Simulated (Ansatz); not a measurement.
```xyz
7

C     0.602    0.088    0.386
B    -0.738   -0.142   -0.356
Cl   -0.914    0.199   -2.064
H     1.419    0.445   -0.242
H     0.908   -0.840    0.883
H     0.438    0.804    1.201
H    -1.715   -0.555    0.192
```

The species carries charge 0 and has multiplicity 1.

**Question.** List the PBE0/def2-TZVPP orbital energies in eV (Ansatz). (Estimate.)

**Answer.** The calculation gave: Occupied: -2767.45, -277.81, -259.31, -197.57, -197.49, -197.42, -185.82, -23.42, -19.96, -13.92, -12.25, -11.63, -10.77, -10.22, -9.73, -8.43. Lowest empty: -1.18, 1.13, 2.27, 2.50, 2.68, 2.86, 4.27, 4.74.
